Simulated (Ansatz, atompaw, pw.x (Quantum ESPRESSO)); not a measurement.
# What a changed setting does to a pw.x run (fcc Mg)

Potential: PAW, atompaw 4.2.0.5, PBEsol; core [Ne], reference 3s2 3p0; waves: 3s (bound): rc 2.40 bohr; 3s channel at 2.95 Ry: rc 2.40 bohr; 3p (bound, empty): rc 2.40 bohr; 3p channel at 3.75 Ry: rc 2.40 bohr; 3d channel at 0.3 Ry: rc 2.40 bohr; 3d channel at 2.05 Ry: rc 2.30 bohr; local part: troulliermartins scheme with l = 3 at 0 Ry, radius 1.80 bohr; core correction: smooth core density matched at 1.75 bohr; augmentation: sinc compensation charge, radius 1.95 bohr; PAW radius 2.40 bohr; waves and projectors: custom polynom2 7 10 vanderbiltortho.

The reference run (k-mesh 13³, cutoffs 40/400 Ry, Fermi–Dirac 0.01 Ry, mixing_beta 0.4, conv_thr 1e-9, no spin) gives -0.06 GPa at 22.729 Å³/atom, where all-electron LAPW gives -0.03 GPa. This run, with its own iteration cap, changes ecutrho/ecutwfc to 2.

```
&control
  calculation='scf', prefix='x', pseudo_dir='./', outdir='./tmp', tstress=.true., disk_io='none'
/
&system
  ibrav=0, nat=1, ntyp=1, ecutwfc=40, ecutrho=80, nbnd=8,
  occupations='smearing', smearing='fd', degauss=0.01
/
&electrons
  conv_thr=1e-09, mixing_beta=0.4, electron_maxstep=50
/
ATOMIC_SPECIES
Mg 1.0 Mg.UPF
CELL_PARAMETERS angstrom
  0.00000000 2.24827852 2.24827852
  2.24827852 0.00000000 2.24827852
  2.24827852 2.24827852 0.00000000
ATOMIC_POSITIONS crystal
Mg 0.0000 0.0000 0.0000
K_POINTS automatic
13 13 13 0 0 0
```

```bash
pw.x < Mg.scf.in > Mg.scf.out
```

Q: How does the run end?

A: It converges in 7 iterations; the free energy moves by +1.1 meV/atom and the pressure by +0.01 GPa. Below 4 the density is truncated and F is no longer variational, so a small shift in one case is no licence.

```
Message from routine set_cutoff:
     ecutrho < 4*ecutwfc, are you sure?
     Message from routine setup:
     using ibrav=0 with symmetry is DISCOURAGED, use correct ibrav instead
     lattice parameter (alat)  =       6.0085  a.u.
     unit-cell volume          =     153.3829 (a.u.)^3
     number of electrons       =         2.00
     number of Kohn-Sham states=            8
     kinetic-energy cutoff     =      40.0000  Ry
     charge density cutoff     =      80.0000  Ry
     scf convergence threshold =      1.0E-09
     Exchange-correlation= SLA PW PSX PSC
     number of k points=    84  Fermi-Dirac smearing, width (Ry)=  0.0100
     negative rho (up, down):  8.281E-04 0.000E+00
     iteration #  1     ecut=    40.00 Ry     beta= 0.40
     negative rho (up, down):  4.966E-04 0.000E+00
     total energy              =     -32.72005531 Ry
     estimated scf accuracy    <       0.00317579 Ry
     iteration #  2     ecut=    40.00 Ry     beta= 0.40
     negative rho (up, down):  1.052E-04 0.000E+00
     total energy              =     -32.71984032 Ry
     estimated scf accuracy    <       0.00109521 Ry
     iteration #  3     ecut=    40.00 Ry     beta= 0.40
     negative rho (up, down):  7.874E-05 0.000E+00
     total energy              =     -32.71985522 Ry
     estimated scf accuracy    <       0.00000091 Ry
     iteration #  4     ecut=    40.00 Ry     beta= 0.40
     negative rho (up, down):  7.934E-05 0.000E+00
     total energy              =     -32.71985572 Ry
     estimated scf accuracy    <       0.00000001 Ry
     iteration #  5     ecut=    40.00 Ry     beta= 0.40
     negative rho (up, down):  7.976E-05 0.000E+00
     total energy              =     -32.71985573 Ry
     estimated scf accuracy    <          2.5E-09 Ry
     iteration #  6     ecut=    40.00 Ry     beta= 0.40
     negative rho (up, down):  7.968E-05 0.000E+00
     total energy              =     -32.71985573 Ry
     estimated scf accuracy    <          1.3E-09 Ry
     iteration #  7     ecut=    40.00 Ry     beta= 0.40
     negative rho (up, down):  7.964E-05 0.000E+00
     the Fermi energy is     3.6220 ev
!    total energy              =     -32.71985573 Ry
     estimated scf accuracy    <          1.0E-11 Ry
     smearing contrib. (-TS)   =      -0.00200102 Ry
     The total energy is F=E-TS. E is the sum of the following terms:
     one-electron contribution =       1.43500999 Ry
     hartree contribution      =       0.00429388 Ry
     xc contribution           =      -1.65255750 Ry
     ewald contribution        =      -2.15827759 Ry
     one-center paw contrib.   =     -30.34632349 Ry
     convergence has been achieved in   7 iterations
     negative rho (up, down):  7.964E-05 0.000E+00
          total   stress  (Ry/bohr**3)                   (kbar)     P=       -0.52
     Message from routine punch:
     Nothing written, as per user request (disk_io='none')
```

The run took about 4 s on one core of a shared host (Intel(R) Xeon(R) 6975P-C, 192 threads, 378 GiB, load 90).
